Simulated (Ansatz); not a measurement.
Ansatz (a first-principles code) input (CCSD(T)/cc-pCVDZ): A basis named .json is the Basis Set Exchange file of that set (core-valence sets with the plain set on hydrogen).

Ansatz 0.2 input:
```yaml
crystal:
  periodic: [false, false, false]
  atoms:
    - {symbol: O, position_ang: [0.02204159, 1.10436371, -0.00118827]}
    - {symbol: H, position_ang: [-0.92327012, 1.31460394, 0.01604549]}
    - {symbol: Cl, position_ang: [0.04393750, -0.59703021, -0.00038467]}
basis:
  gaussian:
    orbitals: cc-pCVDZ.json
magnetization: {spin_polarized: false}
correlation: {method: ccsd_t, frozen_orbitals: {Cl: 1, H: 0, O: 0}}
```

Output:

```
Functional definition: HF
integrals: 0.02 GiB planned
456 factors; integrals over basis functions are off by at most 1.4e-3 eV
mean field: 0.09 GiB planned
mean field evaluation 1: about -14553.9147 eV, gradient 2.1e1 eV
mean field evaluation 2: about -14553.9176 eV, gradient 2.1e1 eV
mean field evaluation 4: about -14554.6515 eV, gradient 2.5e0 eV
mean field evaluation 8: about -14554.6635 eV, gradient 4.2e-5 eV
mean field evaluation 16: about -14554.6626 eV, gradient 5.4e-1 eV
mean field -14554.66349001 eV, -534.8740177527 hartree, gradient 3.7e-6 eV, S^2 0.000000; 0 other end points of the search recorded, 0 dependent functions left out
1 core orbitals not correlated
reference -14554.66349001 eV, -534.8740177527 hartree; 12, 12 occupied and 37, 37 virtual orbitals, 456 factors
second order -15.65343313 eV of doubles, -0.00000000 eV of singles
coupled cluster: 0.08 GiB planned
cycle   1  -15.87542237 eV  change   -2.2e-1 eV  update   5.8e-2
cycle   2  -16.11586521 eV  change   -2.4e-1 eV  update   1.9e-2
cycle   3  -16.15903561 eV  change   -4.3e-2 eV  update   7.4e-3
cycle   4  -16.15701447 eV  change    2.0e-3 eV  update   1.9e-3
cycle   5  -16.15813597 eV  change   -1.1e-3 eV  update   8.4e-4
cycle   6  -16.15805529 eV  change    8.1e-5 eV  update   3.4e-4
cycle   7  -16.15792942 eV  change    1.3e-4 eV  update   1.3e-4
cycle   8  -16.15791340 eV  change    1.6e-5 eV  update   5.3e-5
cycle   9  -16.15792631 eV  change   -1.3e-5 eV  update   2.3e-5
perturbative correction -0.25010680 eV, -0.0091912552 hartree
Total energy: -14571.07152312 eV, -535.4770018477 hartree
```
